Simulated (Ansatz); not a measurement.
Input file:

```yaml
crystal:
  periodic: [false, false, false]
  atoms:
    - {symbol: S, position_ang: [0.000000, -0.039098, 0.004600]}
    - {symbol: H, position_ang: [0.000000, 1.318382, 0.004600]}
    - {symbol: H, position_ang: [0.000000, -0.037388, 1.364599]}
    - {symbol: H, position_ang: [0.000000, -0.037187, -1.515527]}
basis:
  gaussian: {orbitals: 6-31G}
total_charge: 1
magnetization: {spin_polarized: false, initial_magnetization: 2}
correlation: {method: ccsdt_q, electrons: valence}
```

```sh
$ ansatz run in.yaml --threads 1 --pin off --events-out ev --progress --plain --max-ram 2393MiB
```

Log:

```
388 factors; integrals over basis functions are off by at most 6.7e-8 eV
mean field evaluation 1: about -10848.8563 eV, gradient 8.3e0 eV
mean field evaluation 2: about -10848.8628 eV, gradient 8.3e0 eV
mean field evaluation 4: about -10849.2346 eV, gradient 6.9e-1 eV
mean field evaluation 8: about -10849.2563 eV, gradient 9.7e-3 eV
mean field evaluation 16: about -10849.2400 eV, gradient 4.2e-1 eV
mean field -10849.25633713 eV, -398.7028164994 hartree, gradient 2.2e-6 eV, S^2 2.000000; 0 other end points of the search recorded, 0 dependent functions left out
5 core orbitals not correlated: weight in the atoms' cores, before any rotation towards them, 1.000 or more for the frozen orbitals, at most 0.000 for the correlated occupied ones
reference -10849.25633713 eV, -398.7028164994 hartree; 5, 3 occupied and 9, 11 virtual orbitals, 388 factors
second order -1.44563166 eV of doubles, -0.10393384 eV of singles
cycle   1  -1.90005021 eV  change   -3.5e-1 eV  update   5.3e-2
cycle   2  -2.09922608 eV  change   -2.0e-1 eV  update   2.5e-2
cycle   3  -2.11971098 eV  change   -2.0e-2 eV  update   8.9e-3
cycle   4  -2.12305896 eV  change   -3.3e-3 eV  update   3.2e-3
cycle   5  -2.12276721 eV  change    2.9e-4 eV  update   8.7e-4
cycle   6  -2.12278090 eV  change   -1.4e-5 eV  update   2.8e-4
cycle   7  -2.12284618 eV  change   -6.5e-5 eV  update   9.2e-5
cycle   8  -2.12282684 eV  change    1.9e-5 eV  update   3.9e-5
cycle   9  -2.12282283 eV  change    4.0e-6 eV  update   1.5e-5
cycle  10  -2.12283337 eV  change   -1.1e-5 eV  update   5.2e-6
cycle  11  -2.12283403 eV  change   -6.7e-7 eV  update   1.9e-6
cycle  12  -2.12283342 eV  change    6.1e-7 eV  update   6.5e-7
perturbative correction -0.00053555 eV, -0.0000196810 hartree
Total energy: -10851.37970610 eV, -398.7808488698 hartree
```

Ran on 1 thread of Arm Neoverse V1, shared host: 1.7 s wall, 0.08 GiB peak host memory.
